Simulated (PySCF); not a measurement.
## Working out the ionisation energy of Ar

Ar [Ar] (1S) → Ar⁺ [Ne] 3s2 3p5 (2P). Calculation: PySCF 2.14, in Sapporo-DZP-2012 (5s4p2d, 27 functions); scalar relativity by spin-free X2C-1e. Frozen: [Ne]. Energies in hartree (1 hartree = 27.21139 eV):

```tsv
part	Ar (lower)	Ar⁺ (upper)
UHF	-528.351514	-527.814412
CCSD correlation	-0.167185	-0.140429
(T)	-0.001850	-0.001544
```

Question: What does Hartree-Fock give?

Answer: (-527.814412) − (-528.351514) = 0.537102 hartree = 14.615 eV.

Question: What do CCSD and CCSD(T) give?

Answer: The CCSD correlation energies differ by 0.026756 hartree = 0.728 eV and the triples by 0.000306 hartree = 0.008 eV, so CCSD gives 15.343 eV and CCSD(T) 15.351 eV.

Measured between the centres of the two terms (NIST): 15.819 eV, so CCSD(T) (valence) is off by -0.468 eV.

A double-zeta basis recovers only part of the correlation energy.

What remains against the reference includes basis incompleteness, the frozen core and higher excitations.
